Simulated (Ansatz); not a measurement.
A nudged elastic band was laid between two geometries of H4Si + H4Si (10 atoms, charge 0, multiplicity 1).

Computed with RHF/def2-SVP (Ansatz 0.2.0).

```json
{
 "movable images": "5",
 "climbing image": "yes",
 "spring": "5.0 eV/Å²",
 "optimiser": "quadratic models (default)",
 "start path": "through a guess of the saddle point",
 "force threshold": "0.05 eV/Å",
 "iteration limit": "60",
 "end points": "relaxed"
}
```

Image 0:

```xyz
10
Properties=species:S:1:pos:R:3
Si 1.132 -0.021 -0.388
H 1.719 0.104 0.966
H 2.201 0.106 -1.405
H 0.128 1.049 -0.593
H 0.477 -1.343 -0.524
Si -3.511 0.021 1.566
H -3.699 -0.802 0.349
H -4.450 -0.432 2.618
H -3.777 1.443 1.247
H -2.119 -0.125 2.051
```

Image 6:

```xyz
10
Properties=species:S:1:pos:R:3
Si -0.629 -0.427 -0.723
H 0.916 1.241 3.273
H 0.519 -0.637 0.194
H -0.408 0.826 -1.489
H -0.697 -1.564 -1.675
Si -2.650 -0.287 0.506
H -3.800 -0.104 -0.415
H -2.858 -1.530 1.291
H -2.595 0.866 1.439
H 0.305 1.615 3.485
```

Q: Which bonds break or form, and what moves?

A: Bonds broken: Si1–H2, Si6–H10. Bonds formed: Si1–Si6, H2–H10. H4Si + H4Si becomes H2 + H6Si2.

Q: Give the energies along the band, and the barrier.

A: The forces met the threshold. The highest image is number 2 of 0 to 6, 453.4 kJ/mol above the first end and 400.1 kJ/mol above the last; the last end lies 53.4 kJ/mol above the first. Neighbouring images differ by up to 4.7 eV, so the band resolves the path poorly. A vibrational analysis at the climbing image gives one clearly imaginary mode, 1454i cm⁻¹: a first-order saddle point. The orbitals stay closed-shell, which can raise the energy where a bond breaks towards radicals; this wasn't checked here.

```
image  path coordinate (Å)  energy (kJ/mol)  Si1–H2 (Å)  Si6–H10 (Å)  Si1–Si6 (Å)
    0                 0.00              0.0        1.48         1.48         5.04
    1                 3.46              0.2        1.48         1.48         4.72
    2                 6.92            453.4        1.90         1.84         3.08
    3                10.47             55.6        3.50         3.63         2.37
    4                14.03             53.4        5.82         5.81         2.37
    5                17.59             53.4        5.00         4.90         2.37
    6                21.14             53.4        4.60         4.61         2.37
```

Q: What is the geometry of the highest image?

A: 
```xyz
10
Properties=species:S:1:pos:R:3
Si -0.247 0.211 -0.338
H -0.184 -0.013 1.545
H 0.792 -0.844 -0.344
H 0.328 1.570 -0.301
H -1.017 0.013 -1.588
Si -2.580 -0.115 1.646
H -2.272 -1.534 1.270
H -4.062 -0.016 1.402
H -1.823 0.604 0.439
H -0.830 0.125 2.157
```

Run time: 3.4 min on 1 thread of Intel(R) Xeon(R) Platinum 8488C (Sapphire Rapids), with other jobs on the host, peak memory 0.18 GiB.
